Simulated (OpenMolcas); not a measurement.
# SiH3OF: a line through the functionals

SiH3OF has 6 atoms, charge 0, and is taken as a singlet. As SMILES, `O[SiH2]F`. Geometry: relaxed at PBE0-D4/def2-TZVP. This is one conformer, not always the lowest.

The vertical energy of the triplet above the singlet y, in eV, basis aug-cc-pVDZ; a is the functional's share of exact exchange. Programs: OpenMolcas 26.06.

```
functional     program     a  y (eV)
       PBE  OpenMolcas     0    6.91
    revPBE  OpenMolcas     0    6.96
     B3LYP  OpenMolcas   0.2       ?
      PBE0  OpenMolcas  0.25    7.48
     BHLYP  OpenMolcas   0.5    7.78
```

Fit y = c + s·a to the known rows and predict B3LYP.


1. Means of the 4 rows: a = 0.1875, y = 7.283.
2. Σ(Δa)² = 0.17188, Σ(Δa·Δy) = 0.29813, so the slope is 0.29813/0.17188 = 1.7345.
3. Intercept: 7.283 − (1.7345) × 0.1875 = 6.958. The largest residual of the fit is 0.089.
4. B3LYP: 6.958 + (1.7345) × 0.2 = 7.30 eV.

The run gave 7.44 eV, so the prediction is off by -0.14 eV, more than the largest residual.
